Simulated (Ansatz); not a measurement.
Litharge SnO was calculated with PBEsol (plane waves, PAW; Ansatz, an electronic-structure program).

Rigid layers of the crystal as relaxed at this level are moved apart or together:

| run | k mesh | layer repeat (Å) | energy against free layers (meV/Å²) | gap on the mesh (eV) |
|---|---|---|---|---|
| 1 | 10×10×8 | 4.54 | -21.30 | 0.000 |
| 2 | 10×10×8 | 4.69 | -22.68 | 0.000 |
| 3 | 10×10×8 | 4.84 | -22.59 | 0.000 |
| 4 | 10×10×8 | 5.04 | -21.02 | 0.306 |
| 5 | 10×10×6 | 5.34 | -17.21 | 0.766 |
| 6 | 10×10×6 | 5.84 | -10.58 | 1.494 |
| 7 | 10×10×6 | 6.84 | -2.68 | 2.230 |
| 8 | 10×10×4 | 8.84 | 0.07 | 2.818 |

The lowest energy of these points lies at a layer repeat of 4.69 Å.

Spin–orbit coupling is not included.

Note: the cell comes from a level without a dispersion term, which matters for the spacing of layers, chains or molecules.
